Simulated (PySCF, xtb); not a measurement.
dimethyl ether (C2H6O), SMILES COC.

GFN2-xTB (xtb 6.7.1) at its own geometry gives an orbital gap of 12.32 eV and a dipole moment of 1.58 D.

Geometry optimised at PBE0-D3(BJ)/def2-TZVP.

Problem. What does ωB97X/def2-TZVPD run with PySCF give? (Estimate from the structure and the level; the computed values follow.)

Solution. gap 11.96 eV (levels -9.93 and 2.03 eV), dipole 1.28 D.
